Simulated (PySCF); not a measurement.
Input of a run (PBE0-D3(BJ)/def2-TZVP geometry optimisation, gas phase (PySCF 2.14.0)), started from GFN2-xTB:
```
{"job": {"xc": "PBE0", "basis": "def2-TZVP", "d3": "d3bj", "grid": 2, "shake": 0.01, "kind": "geom"}, "charge": 0, "multiplicity": 1}
S      0.908020     0.389580     0.535350
S     -0.892530     0.469370    -0.485700
H      1.525890    -0.420060    -0.295090
H     -1.503380    -0.464260     0.212430
```

Output (energies in Eh, forces in Eh/bohr):
```
step   0  E = -797.33249006  max force = 0.013179
step   1  E = -797.33330528  max force = 0.006295
step   2  E = -797.33375855  max force = 0.002991
step   3  E = -797.33378598  max force = 0.000621
step   4  E = -797.33378870  max force = 0.000170
optimisation converged
```

Q: Summarise the run.

A: The energy falls by 0.035 eV over 5 energy and gradient evaluations, the largest force component goes from 0.0132 to 1.7e-04 Eh/bohr, and the atoms move by 0.037 Å rms after alignment. The bond that changes most is S1–H3 (disulfide sulfur to S–H hydrogen), which lengthens by 0.032 Å. Bonds longer at the end by more than 0.005 Å: 2 of 3; shorter: 1. Among the angles that change most is S1–S2–H4, from 96.6° to 98.6°. The energy never rose by more than 1e-6 Eh on the way. The first step brought 63 % of the lowering.

Q: What are the final bond lengths?

A: S1–S2 2.045 Å, S1–H3 1.347 Å, S2–H4 1.347 Å. Numbering counts from 1 in the input's order; the species is disulfane, `SS`.

The run used 86 basis functions and 33 SCF cycles in all. The run took 12 s of wall time on an Arm Neoverse N1 with one thread, shared host with 64 logical CPUs at a one-minute load of 50, and the process peaked at 0.35 GiB of memory.

No frequency check. One conformer, not necessarily the lowest.

Conformer computed: `[SH:1][SH:2]`: H–S1–S2–H 91°.
